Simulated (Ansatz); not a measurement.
# AlNH (doublet): B2PLYP, RPA-PBE over a scan of the scale of all distances, 6-31G

How well do these functionals follow the top wave-function level for AlNH (doublet) over a scan of the scale of all distances?

The runs use Ansatz 0.2.0, Gaussian basis; 6-31G, all electrons in the functionals, frozen cores in the correlation of double hybrids and RPA.

Plan: B2PLYP, RPA-PBE, at 0.885; 1.000; 1.137; 1.321; 1.509; 1.727; 2.002; 2.425.

16 further runs of the same task are left out: 5 for a known fault of the program, 10 that didn't finish, 1 set aside as unsound or not needed.

## (1) The geometry

The geometry derives from a PBE0/def2-TZVP stationary point (not a proven minimum). All distances are scaled together.

3 atoms, charge 0, spin multiplicity 2.

Atoms are counted from 1 here; the program's logs count them from 0.

Bond lengths: Al1–N2 1.737 Å, N2–H3 1.016 Å. Angles: Al1–N2–H3 130.8°.

Coordinates:

```
atom    x (Å)     y (Å)     z (Å)
 Al1  0.00000   0.03268   0.63653
  N2  0.00000  -0.10666  -1.09530
  H3  0.00000   0.60749  -1.81839
```

No dispersion term is added.

The geometry shown and the zero of energy belong to the point 1.000. The yardstick, FCI, and other wave-function levels (R restricted, U unrestricted, valence and pair active spaces) come from earlier runs.

## (2) B2PLYP, 0.885

in.yaml

```yaml
crystal:
  periodic: [false, false, false]
  atoms:
    - {symbol: Al, position_ang: [0.000000, 0.028918, 0.563325]}
    - {symbol: N, position_ang: [0.000000, -0.094395, -0.969345]}
    - {symbol: H, position_ang: [0.000000, 0.537625, -1.609275]}
basis:
  gaussian: {orbitals: 6-31G}
magnetization: {spin_polarized: true, initial_magnetization: 1}
hamiltonian: {xc: {name: B2PLYP}}
correlation: {electrons: outside_noble_gas}
```

Launch:

```sh
$ ansatz run in.yaml --threads 1 --pin off --events-out ev --progress --plain --max-ram 2393MiB
```

After this run come: B2PLYP, 1.000; B2PLYP, 1.137; B2PLYP, 1.321; B2PLYP, 1.509; B2PLYP, 1.727; B2PLYP, 2.002; B2PLYP, 2.425; RPA-PBE, 0.885; RPA-PBE, 1.000; RPA-PBE, 1.137; RPA-PBE, 1.321; RPA-PBE, 1.509; RPA-PBE, 1.727; RPA-PBE, 2.002; RPA-PBE, 2.425.

Before running them: what should the planned runs give, taken together? Wanted: span of the FCI curve; largest miss, B2PLYP; largest miss, RPA-PBE.

**Answer**, as computed:

| quantity | value |
| --- | --- |
| span of the FCI curve | 509.4 kJ/mol |
| largest miss, B2PLYP | +58.2 kJ/mol (1.727) |
| largest miss, RPA-PBE | -26.9 kJ/mol (1.509) |

Of the functionals, RPA-PBE keep the smallest largest miss at the points compared (at most 26.9 kJ/mol) and B2PLYP strays most (58.2 kJ/mol, at 1.727). B2PLYP, RPA-PBE clearly break the spin symmetry at some points (⟨S²⟩ up to 1.91 above the pure value), so energy there is bought with a mixed spin. Functionals and the yardstick converge differently with the basis, so part of each miss in 6-31G is the basis.
